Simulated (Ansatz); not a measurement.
The input, for Ansatz 0.2.0:

```yaml
crystal:
  periodic: [false, false, false]
  atoms:
    - {symbol: In, position_ang: [0.000000, 0.053716, -0.033446]}
    - {symbol: H, position_ang: [0.000000, -5.978252, -0.857525]}
    - {symbol: H, position_ang: [0.384545, -0.070358, 2.333758]}
    - {symbol: H, position_ang: [-0.384545, -0.070358, 2.333758]}
basis:
  gaussian: {orbitals: def2-SVP}
magnetization: {spin_polarized: false, initial_magnetization: 2}
correlation: {active_space: {window: {electrons: 2, orbitals: 6}}}
```

```sh
$ ansatz run in.yaml --threads 1 --pin off --events-out ev --progress --plain --max-ram 2393MiB
```

Log:

```
494 factors; integrals over basis functions are off by at most 6.0e-4 eV
mean field evaluation 1: about -5191.9163 eV, gradient 6.9e0 eV
mean field evaluation 2: about -5191.9286 eV, gradient 6.9e0 eV
mean field evaluation 4: about -5192.5052 eV, gradient 5.0e-1 eV
mean field evaluation 8: about -5192.5079 eV, gradient 2.5e-1 eV
mean field evaluation 16: about -5192.1871 eV, gradient 3.0e0 eV
mean field evaluation 32: about -5192.5091 eV, gradient 4.0e-2 eV
mean field evaluation 64: about -5192.3793 eV, gradient 1.3e-6 eV
mean field -5192.50910873 eV, -190.8211901366 hartree, gradient 7.8e-7 eV, S^2 2.000000; 8 other end points of the search recorded, 0 dependent functions left out
reference -5192.50910873 eV, -190.8211901366 hartree; 13, 11 occupied and 28, 30 virtual orbitals, 494 factors
state -5192.50913798 eV, -190.8211912117 hartree
Total energy: -5192.50913798 eV, -190.8211912117 hartree
```

Natural occupations: 1.0000 1.0000 0.0000 0.0000 0.0000 0.0000.

Ran on 1 thread of AMD EPYC, shared host: 48 s wall, 0.1 GiB peak host memory.
